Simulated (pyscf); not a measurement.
# Hydrogen abstraction: `[OH][Si]([SiH3])([SiH3])[SiH3]` + `[CH3]` [doublet] → `[O][Si]([SiH3])([SiH3])[SiH3]` [doublet] + `[CH4]`

Gas phase, doublet surface, charge 0. Bonds broken: O1–H6. Bonds formed: H6–C16. PySCF, gas phase, ωB97X-D3(BJ)/def2-SVP geometries.

Transition state (Å):

```xyz
19

O      0.3647    -2.2432     1.0351
Si    -0.3141    -0.8201     0.4259
Si    -0.9541    -1.3648    -1.7504
Si    -2.2048    -0.1076     1.6029
Si     1.2041     0.9554     0.3307
H      0.8379    -2.0276     2.1844
H      0.2320    -1.7604    -2.5636
H     -1.5818    -0.1545    -2.3624
H     -1.9482    -2.4767    -1.7459
H     -3.2525    -1.1707     1.6355
H     -2.7624     1.1010     0.9228
H     -1.8605     0.2640     3.0094
H      1.6149     1.3865     1.7016
H      2.4278     0.5734    -0.4349
H      0.5469     2.1122    -0.3498
C      1.2408    -1.5855     3.2826
H      0.5552    -0.7800     3.5743
H      1.1910    -2.4574     3.9471
H      2.2638    -1.2354     3.0963
```

One imaginary mode, 1587i cm⁻¹; descent along it reached the two sides named.

```csv
bond,change,reactant side (Å),saddle,product side
O1–H6,breaks,0.969,1.261,2.403
H6–C16,forms,2.178,1.251,1.100
```

Electronic energies relative to the separated reactants (kcal/mol):

```json
[
 {"level": "ωB97X-D3(BJ)/def2-TZVP", "barrier": "11.0", "reaction energy": "+2.2", "reverse barrier": "8.8"},
 {"level": "PBE/def2-TZVP", "barrier": "3.8", "reaction energy": "-4.1", "reverse barrier": "7.9"},
 {"level": "r²SCAN/def2-TZVP", "barrier": "8.0", "reaction energy": "+0.6", "reverse barrier": "7.3"},
 {"level": "B3LYP-D3(BJ)/def2-TZVP", "barrier": "7.6", "reaction energy": "-0.6", "reverse barrier": "8.2"},
 {"level": "PBE0-D3(BJ)/def2-TZVP", "barrier": "8.5", "reaction energy": "+1.6", "reverse barrier": "6.9"},
 {"level": "M06-2X/def2-TZVP", "barrier": "13.1", "reaction energy": "+4.2", "reverse barrier": "9.0"},
 {"level": "ωB97M-D3(BJ)/def2-TZVP", "barrier": "12.5", "reaction energy": "+2.3", "reverse barrier": "10.2"},
 {"level": "HF/def2-TZVP", "barrier": "29.9", "reaction energy": "+1.9", "reverse barrier": "27.9"}
]
```

With ωB97M-D3(BJ)/def2-TZVP energies and thermal terms (ideal gas, 1 atm, RRHO with modes under 100 cm⁻¹ raised to 100, one conformer, R ln 2 for chiral ones without a mode under 150 cm⁻¹), in kcal/mol:

| T (K) | ΔH‡ | ΔG‡ | ΔH | ΔG |
|---|---|---|---|---|
| 298 | 11.4 | 21.5 | +4.2 | +4.7 |
| 600 | 11.3 | 31.9 | +3.3 | +5.7 |
| 900 | 11.9 | 42.1 | +2.7 | +7.0 |
| 1200 | 12.6 | 52.1 | +2.4 | +8.5 |

This saddle turned up in a search for another step; its sides and bond changes are read from the two ends of the descent. HO–Si(SiH₃)(SiH₃)–SiH₃ lies 23.7 kcal/mol over its isomer H₃Si–SiH₂–O–SiH₂–SiH₃ (electronic energy, ωB97M-D3(BJ)/def2-TZVP). •O–Si(SiH₃)(SiH₃)–SiH₃ lies 48.9 kcal/mol over its isomer H₃Si–O–Si•(SiH₃)–SiH₃ (electronic energy, ωB97M-D3(BJ)/def2-TZVP). This is the saddle that the search found; another between the same sides may lie lower. The angle at the transferred H is 169°.
